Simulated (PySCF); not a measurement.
This PySCF input (HF/def2-SVP) gives -237.03185 Eh with 47 basis functions.

```python
import numpy as np, basis_set_exchange as bse
from pyscf import gto, scf, dft, df

basis = {'C': gto.basis.parse(bse.get_basis('def2-SVP', elements=['C'], fmt='nwchem')), 'F': gto.basis.parse(bse.get_basis('def2-SVP', elements=['F'], fmt='nwchem')), 'H': gto.basis.parse(bse.get_basis('def2-SVP', elements=['H'], fmt='nwchem'))}
mol = gto.M(
    atom='''
    C    -0.14705728   -0.01302798    0.65292698
    F     0.01653730    1.14223575   -0.25159314
    F    -0.01718667   -1.12927050   -0.30451251
    H     0.88818797   -0.03851944    1.08738899
    ''',
    basis=basis,
    charge=-1,
    verbose=4,
    max_memory=7359,
)
mf = scf.RHF(mol)
mf = mf.density_fit(auxbasis='cc-pvqz-jkfit')
mf.conv_tol = 1e-9
mf.max_cycle = 100
print('smallest overlap eigenvalue', np.linalg.eigvalsh(mol.intor('int1e_ovlp'))[0])
mf.kernel()
dip = mf.dip_moment()
```

Change:
```diff
- mf = mf.density_fit(auxbasis='cc-pvqz-jkfit')
+ mf = mf.density_fit(auxbasis=df.autoaux(mol))
```

Problem. What does the run give now?

Solution. -237.03156 Eh (HF/def2-SVP, 47 functions), a change of +0.29 mEh.
